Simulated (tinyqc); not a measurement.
Worked calculation: RKS/PBE in the sto-3g basis, for H2O, spin multiplicity 1. Computed by tinyqc, a small Python program that keeps every step (integrals from PySCF). Settings: charge = 0, multiplicity = 1, basis = sto-3g, energy threshold = 1e-09, iteration cap = 81, orthogonalisation = symmetric, start = Wolfsberg-Helmholz matrix, DIIS depth = 0, method = RKS, functional = pbe,pbe, grid = [15, 26]. Command: `OMP_NUM_THREADS=1 python tinyqc.py 27291 27292 out.jsonl` (the two numbers bound the seeds that draw the settings). One thread of a shared host (Intel(R) Xeon(R) Processor @ 2.60GHz), about 0.7 s of CPU time with the checks.

Geometry (angstrom):
```
atom         x          y         z
O     0.000000   0.000000  0.000000
H     0.000000   0.815000  0.489000
H     0.000000  -0.780000  0.468000
```

Stop when the energy changes by less than 1e-09 hartree and every element of the error matrix X^T (F D S - S D F) X is below 9e-06.

Course of the cycle:
```
iteration   E (hartree)     change  largest element of the error matrix
1          -75.00614881          -                             3.84e-01
2          -75.15999531  -1.54e-01                             2.25e-01
3          -75.17487514  -1.49e-02                             1.99e-01
4          -75.18289201  -8.02e-03                             1.73e-01
5          -75.19132673  -8.43e-03                             1.56e-01
6          -75.19626347  -4.94e-03                             1.38e-01
7          -75.20128427  -5.02e-03                             1.24e-01
8          -75.20441262  -3.13e-03                             1.10e-01
9          -75.20748252  -3.07e-03                             9.93e-02
10         -75.20949496  -2.01e-03                             8.83e-02
11         -75.21140603  -1.91e-03                             7.97e-02
12         -75.21271115  -1.31e-03                             7.10e-02
13         -75.21391554  -1.20e-03                             6.40e-02
14         -75.21476553  -8.50e-04                             5.71e-02
...                 ...        ...                                  ...
68         -75.21850749  -8.02e-09                             1.72e-04
69         -75.21850750  -6.47e-09                             1.54e-04
70         -75.21850751  -5.22e-09                             1.39e-04
71         -75.21850751  -4.21e-09                             1.25e-04
72         -75.21850751  -3.39e-09                             1.12e-04
73         -75.21850751  -2.74e-09                             1.00e-04
74         -75.21850752  -2.21e-09                             9.02e-05
75         -75.21850752  -1.78e-09                             8.10e-05
76         -75.21850752  -1.44e-09                             7.28e-05
77         -75.21850752  -1.16e-09                             6.53e-05
78         -75.21850752  -9.34e-10                             5.87e-05
79         -75.21850752  -7.54e-10                             5.27e-05
80         -75.21850752  -6.08e-10                             4.73e-05
81         -75.21850752  -4.90e-10                             4.25e-05
```

Can the last value be used, and what does the course show?

Not by the stop rule, although the second column moves by less than 1e-07 over the last three steps. Not converged within the cap of 81 iterations: the residual falls steadily but slowly, by a factor of about 0.90 a step. Reruns (cap 100 unless said): DIIS 8: converged in 7; damping 0.5: converged in 29; level shift 0.5: converged in 15; atomic densities as start, DIIS 8: converged in 8; the original settings with a cap of 400: converged in 95. PySCF RKS in the same basis, fine grid = -75.20245125 hartree, which differs from a converged run on this coarse grid by the grid error.
